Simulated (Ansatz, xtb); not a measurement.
**CBLi: which of two structures lies lower**

Structure I: a singlet given by its coordinates. Structure II: the triplet with the links of `[Li][C]#B`. Both are isolated molecules in the gas phase, relaxed with B3LYP-D3(BJ)/def2-SVP.

I (Å):

| atom | x (Å) | y (Å) | z (Å) |
| --- | --- | --- | --- |
| C | -0.8490 | 0.0720 | -0.1817 |
| B | -0.4402 | -1.2269 | -0.4074 |
| Li | 1.0551 | 0.4586 | -0.1839 |

Close contacts (Å): C1–B2 1.38, C1–Li3 1.94, B2–Li3 2.26.

II (Å):

```yaml
atoms:
  - { symbol: C, position_ang: [0.0000, 0.0000, -0.1609] }
  - { symbol: B, position_ang: [0.0000, 0.0000, -1.5615] }
  - { symbol: Li, position_ang: [0.0000, 0.0000, 1.7224] }
```

Estimate E(II) − E(I) at the level CCSD(T)/def2-QZVPP.

Calculated at CCSD(T)/def2-QZVPP: E(II) − E(I) = +22.3 kJ/mol, so structure I lies lower.

Level by level:

```
                level               geometry  E(II) − E(I) (kJ/mol)  departure from the last row (kJ/mol)  job, with rough time for the two
B3LYP-D3(BJ)/def2-SVP  B3LYP-D3(BJ)/def2-SVP                   −63.8                                 −86.1                optimisation, 52 s
        HF/def2-QZVPP  B3LYP-D3(BJ)/def2-SVP                  −203.6                                −225.9           part of the CCSD(T) run
       MP2/def2-QZVPP  B3LYP-D3(BJ)/def2-SVP                   −40.7                                 −62.9           part of the CCSD(T) run
   CCSD(T)/def2-QZVPP  B3LYP-D3(BJ)/def2-SVP                   +22.3                                                   single point, 2.1 min
```

B3LYP-D3(BJ)/def2-SVP, HF/def2-QZVPP, MP2/def2-QZVPP put the two in the other order. The largest departure from CCSD(T)/def2-QZVPP is that of HF/def2-QZVPP, 225.9 kJ/mol. The closed-shell reference of I is unstable towards spin breaking, so its energies are less sure. Levels run at GFN2-xTB geometries aren't shown. At the GFN2-xTB geometry of I a triplet lies below the singlet at r2SCAN-D4. The triplet state of II needn't be its ground state.

With harmonic frequencies from B3LYP-D3(BJ)/def2-SVP (ideal gas, rigid rotor, one conformer each, 298.15 K, 1 atm): the zero-point term adds +0.2 kJ/mol; ΔH is +23.5 and ΔG +23.1 kJ/mol.

The T1 diagnostic of structure I is large, so the coupled-cluster value is less sure. Open shells are spin-unrestricted. The correlated steps freeze 2 core orbitals; the last core shell of Li is correlated, in a basis made for valence electrons. ΔG holds the spin degeneracy. Run with Ansatz 0.2.0; the last row on 1 thread of Intel(R) Xeon(R) Platinum 8488C (Sapphire Rapids) on a shared host.
